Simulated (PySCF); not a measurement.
Vibration and rotation of LiB

UHF-CCSD(T) constants of LiB, ³Π (triplet), unpaired electrons σ ↑, π ↑ (Li cc-pVTZ, B cc-pVTZ; no relativity (PySCF 2.14); masses 7.0160 and 11.0093 u):

```
ωe           : 546.9 cm⁻¹
ωexe         : 5.67 cm⁻¹
Be           : 0.86567 cm⁻¹
αe           : 0.0133 cm⁻¹
De to Li + B : 1.21 eV
```

Question: What force constant and bond length do these constants imply?

Answer: Reduced mass μred = 4.2852 u; k = 5.8918×10⁻⁷·μred·ωe² (u, cm⁻¹, mdyn/Å) = 0.755 mdyn/Å; Re = √(16.8576/(μred·Be)) (u, cm⁻¹, Å) = 2.132 Å.

Question: Estimate the centrifugal constant D from the Kratzer relation and find the Dunham coefficient a1.

Answer: D = 4Be³/ωe² = 8.68e-06 cm⁻¹; a1 = −1 − αeωe/(6Be²) = -2.62.

Correlated steps freeze 1 core orbital. The state is the lowest determinant that a PBE0 search found; another state may lie lower at other levels.
